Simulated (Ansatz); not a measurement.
# BH4NS: the cost of one run

Program: Ansatz 0.2.0. Level of theory: UKS B3LYP/6-31G*. These are calculated values, not measurements.

**1. The starting structure**

Bond lengths: B1–N2 1.802 Å, B1–S3 1.692 Å, B1–H5 1.156 Å, N2–H6 1.011 Å, N2–H7 1.012 Å. Angles: B1–N2–H6 116.8°, B1–N2–H7 117.0°, H6–N2–H7 110.7°, N2–B1–S3 98.8°, N2–B1–H5 119.4°, S3–B1–H5 141.8°.

Structure file:

```xyz
7

B    -0.8310    0.0397   -0.5824
N     0.6088    0.2906    0.4724
S    -0.7351   -1.6411   -0.7560
H     0.6017   -1.0344    0.2773
H    -1.4670    0.9512   -0.9005
H     1.3875    0.7938    0.0696
H     0.4350    0.6003    1.4196
```

**2. Run 1**

150 steps of 0.5 fs at constant energy, with velocities drawn for 100 K.

input.yaml reads:

```yaml
crystal:
  periodic: [false, false, false]
  atoms:
    - { symbol: B, position_ang: [-0.831, 0.0397, -0.5824] }
    - { symbol: "N", position_ang: [0.6088, 0.2906, 0.4724] }
    - { symbol: S, position_ang: [-0.7351, -1.6411, -0.756] }
    - { symbol: H, position_ang: [0.6017, -1.0344, 0.2773] }
    - { symbol: H, position_ang: [-1.467, 0.9512, -0.9005] }
    - { symbol: H, position_ang: [1.3875, 0.7938, 0.0696] }
    - { symbol: H, position_ang: [0.435, 0.6003, 1.4196] }
magnetization:
  spin_polarized: true
basis:
  gaussian: { orbitals: "6-31G*" }
hamiltonian:
  xc: b3lyp
md:
  timestep: 0.5
  n_steps: 150
  ensemble: nve
  temperature: 100.0
  initial_velocities: maxwell_boltzmann
  seed: 764713
```

The run is started by

```
ansatz run input.yaml --threads 1 --pin off --max-ram 2048MiB --backend cpu --events-out ev --progress --plain --runs-dir out
```

What time and memory should one allow on 1 thread of Arm Neoverse V1, shared host?

About 6.2 min, with a peak of 0.13 GiB.
